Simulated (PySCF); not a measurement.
# AlC⁺ (triplet): basis, grid and Hamiltonian

Which parts of the numerical set-up matter for AlC⁺ (triplet)? Each run edits the base script.

Program: PySCF 2.14.0. Level of theory: method and basis as typed in the scripts. These are calculated values, not measurements.

7 further runs of the same task are left out: 7 that didn't finish.

## (1) Where the work starts

AlC⁺ (triplet): 2 atoms, charge 1, spin multiplicity 3.

Bond lengths: Al1–C2 2.306 Å.

## (2) Base script

input.py

```python
from pyscf import gto, scf
from pyscf.geomopt.geometric_solver import optimize

mol = gto.M(
    atom='Al 0 0 0; C 0 0 2.306',
    basis='6-31+g*',
    charge=1,
    spin=2,
    symmetry=True,
    verbose=4,
)
mf = scf.ROHF(mol)
mf = mf.newton()
mf.kernel()
mol_eq = optimize(mf, maxsteps=30)
print('optimised geometry (angstrom)')
print(mol_eq.tostring('raw'))
print('orbital energies (hartree):', mf.mo_energy[..., max(0, mol.nelec[1]-3):mol.nelec[0]+3].round(4))
```

Launch:

```sh
$ python input.py
```

Its log is not repeated here.

In short: at the starting geometry E(SCF) = -279.318508 Eh, 4 macro-iterations, optimised bond 9.442 Å in 16 steps (a long, weak bond or none); the optimisation lowers the energy by 0.361 eV.

The triplet is typed in the script; nothing here shows that it is the ground state.

## (3) Cartesian functions on

Run 1 changes Cartesian functions: off → on.

input.py

```python
from pyscf import gto, scf
from pyscf.geomopt.geometric_solver import optimize

mol = gto.M(
    atom='Al 0 0 0; C 0 0 2.306',
    basis='6-31+g*',
    charge=1,
    spin=2,
    symmetry=True,
    cart=True,
    verbose=4,
)
mf = scf.ROHF(mol)
mf = mf.newton()
mf.kernel()
mol_eq = optimize(mf, maxsteps=30)
print('optimised geometry (angstrom)')
print(mol_eq.tostring('raw'))
print('orbital energies (hartree):', mf.mo_energy[..., max(0, mol.nelec[1]-3):mol.nelec[0]+3].round(4))
```

Launch:

```sh
$ python input.py
```

## (4) 6-311++g**

Run 2 changes basis set: 6-31+g* → 6-311++g**.

input.py, as its differences from that of step 2:

```diff
@@ -5,3 +5,3 @@
     atom='Al 0 0 0; C 0 0 2.306',
-    basis='6-31+g*',
+    basis='6-311++g**',
     charge=1,
```

## (5) Cc-pcvdz

Run 3 changes basis set: 6-31+g* → cc-pcvdz.

input.py, as its differences from that of step 2:

```diff
@@ -5,3 +5,3 @@
     atom='Al 0 0 0; C 0 0 2.306',
-    basis='6-31+g*',
+    basis='cc-pcvdz',
     charge=1,
```

## (6) Minao

Run 4 changes basis set: 6-31+g* → minao.

input.py, as its differences from that of step 2:

```diff
@@ -5,3 +5,3 @@
     atom='Al 0 0 0; C 0 0 2.306',
-    basis='6-31+g*',
+    basis='minao',
     charge=1,
```

**Question.** What will these runs give? Wanted: for each run, E(SCF); from base; after the SCF.

As calculated:

```csv
run,E(SCF) (hartree),from base (eV),cycles,functions,after the SCF
base,-279.318508,0,4 macro,40,"bond 9.442 Å, -0.361 eV"
Cartesian functions on,-279.319310,-0.0218,4 macro,42,"bond 9.434 Å, -0.363 eV"
6-311++g**,-279.339895,-0.5820,4 macro,52,"bond 9.422 Å, -0.357 eV"
cc-pcvdz,-279.337939,-0.5288,4 macro,45,"bond 9.767 Å, -0.345 eV"
minao,-279.325179,-0.1815,4 macro,14,"bond 9.585 Å, -0.730 eV"
```

SCF columns refer to the geometry typed in the script.

What this shows: Of the runs whose energies can be compared, “6-311++g**” moves the SCF energy most (-0.582 eV). 6-311++g** (52 functions) gives an energy 0.58 eV lower than 6-31+g* (40). cc-pcvdz (45 functions) gives an energy 0.53 eV lower than 6-31+g* (40). minao (14 functions) gives an energy 0.18 eV lower than 6-31+g* (40); size alone doesn't order basis sets of different families.
